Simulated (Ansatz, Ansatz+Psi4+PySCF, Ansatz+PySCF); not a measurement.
```json
{"atom": "Li", "x (Å)": "0.0000", "y (Å)": "0.0000", "z (Å)": "-1.1750"}
{"atom": "F", "x (Å)": "0.0000", "y (Å)": "0.0000", "z (Å)": "3.5249"}
```

Basis set: cc-pCVTZ on Li; cc-pVTZ on F (spherical functions). Correlated methods keep 1 orbital frozen. Charge 0, multiplicity 1.

Computed with Ansatz (development build ahead of 0.2.0); each method stands on the lowest determinant of its kind that the runs found. Restricted open shells among the atoms or ions are ROHF, correlated in semicanonical orbitals with singles.

(1) Give the atomization energy at this shape (free ground-state atoms in the same class of orbitals less the molecule, no zero-point energy) of singlet LiF by RHF-CCSD(T), RHF-CCSD, RHF-MP2, UHF-MP2, UHF.

Results:

(1)

```tsv
method	atomization energy
RHF-CCSD(T)	36.1 kJ/mol
RHF-CCSD	8.8 kJ/mol
RHF-MP2	37.0 kJ/mol
UHF-MP2	1.5 kJ/mol
UHF	0.4 kJ/mol
```

Caution for RHF-CCSD(T), RHF-CCSD, RHF-MP2: an unrestricted determinant lies well below; large amplitudes, a single reference is doubtful. Caution for RHF-CCSD(T), RHF-CCSD: the program doubts this total. Caution for UHF-MP2: a plain start can end on a higher determinant; another reference gives a lower total; bonds are stretched, where a single reference can fail. Caution for UHF-MP2, UHF: the unrestricted determinant is a mixture of spin states.
